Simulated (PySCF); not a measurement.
# CH5N (methylamine): the cost of one run

Computed with PySCF 2.14.0, with density-fitted response routines of our own, on a single molecule, in the gas phase or a continuum. Atoms count from 0, in the outputs and in this text.

## Step 1: The starting structure

7 atoms, charge 0, multiplicity 1; geometry from: GFN2-xTB. The atoms were then displaced at random by about 0.01 Å, so the start is not that level's minimum.

Bonds of the start (Å): C0–N1 1.43, C0–H2 1.09, C0–H3 1.09, C0–H4 1.12, N1–H5 1.01, N1–H6 1.02.

## Step 2: Geometry optimisation at PBE0-D3(BJ)/def2-TZVP

Job settings and geometry (Å):

```
{"job": {"xc": "PBE0", "basis": "def2-TZVP", "d3": "d3bj", "grid": 2, "shake": 0.01, "kind": "geom"}, "charge": 0, "multiplicity": 1}
C     -0.551360     0.014310     0.002670
N      0.847110     0.102290     0.273180
H     -1.083680    -0.471630     0.818150
H     -0.797220    -0.482390    -0.936470
H     -0.963740     1.049170    -0.070840
H      1.238340    -0.822740     0.342460
H      1.344500     0.581890    -0.479070
```

Command:

```bash
$ OMP_NUM_THREADS=1 python probes_run.py task.json out
```

One launch serves the whole session: the jobs run in the order shown.

**Question.** How long does this first job take on 1 thread of Arm Neoverse N1, shared host, and how much memory does it need?

About 24 s, with a peak of 0.41 GiB.
